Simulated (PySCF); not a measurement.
Polarisability of `FCc1c[c+]1F`

C₄H₃F₂ (charge +1).
SMILES with atom numbers: `[F:1][CH2:2][c:3]1[cH:4][c+:5]1[F:6]` (hydrogens: H7, H8 on C2; H9 on C4)

Structure used (GFN2-xTB), in Å, numbered top down from 1:
```xyz
9
C4H3F2 angstrom
F     -1.854   -1.027   -0.568
C     -1.295   -0.123    0.262
C      0.115    0.036    0.001
C      1.237   -0.331   -0.758
C      1.371    0.597    0.237
F      2.077    1.394    0.909
H     -1.826    0.840    0.138
H     -1.465   -0.453    1.304
H      1.652   -0.926   -1.550
```

Level: PBE0/def2-SVPD (PySCF), static field, nuclei fixed, core orbitals frozen in the response. The polarisability tensor in these axes (au):

```
x   50.23  4.37 -2.19
y    4.37 34.37  6.29
z   -2.19  6.29 35.23
```

Problem. What are the eigenvalues, a third of the trace, and Δα (Δα² = ½Σ(αi − αj)² over the three pairs)?

Solution. Principal values 27.52, 40.93 and 51.38 au; mean 39.94 au = 5.92 Å³ = 6.59 × 10⁻⁴⁰ C²·m²/J; Δα = 20.71 au (52 % of the mean).

Problem. Along which axes do the principal values lie, and how far do the nuclei extend along each?

Solution. Largest value along (0.97, 0.23, -0.04), where the nuclei span 4.33 Å; middle along (-0.12, 0.64, 0.76), 3.30 Å; least along (-0.20, 0.73, -0.65), 1.78 Å. The response follows the extents in order.

Problem. In TDDFT the mean static polarisability is Σ f/ω² over all singlet excitations (ω in hartree). How much of it do the 6 lowest give? Their energies (eV) and oscillator strengths: 6.53, 0.1210; 6.55, 0.0011; 7.17, 0.0000; 7.24, 0.0223; 7.56, 0.0020; 8.22, 0.0002.

Solution. They add up to 2.46 au, 6.2 % of the 39.94 au; the largest single term is 2.10 au, from the state at 6.53 eV. Terms in order: 2.10, 0.02, 0.00, 0.32, 0.03, 0.00 au. Higher excitations give the rest. The strengths listed sum to 0.147.

Problem. What are the principal values of the traceless quadrupole moment, Θ = ½Σq(3rr − r²1), about the centre of nuclear charge?

Solution. -7.02, -4.66, 11.68 D·Å. The values depend on the origin, since the species is charged. The electronic extent ⟨r²⟩ about the same centre is 617 bohr², a root-mean-square distance of 1.98 Å for the 44 electrons.

Problem. Rayleigh depolarisation ratio (linearly polarised light, static tensor)?

Solution. ρ = 3Δα²/(45ᾱ² + 4Δα²) = 1287.1/(71795 + 1716.1) = 0.0175.

The structure is a single GFN2-xTB conformer in the gas phase; no vibrational or solvent corrections.

The run behind these numbers computed excited states as well. Rough CPU time on one thread of a shared machine: about 30 s.
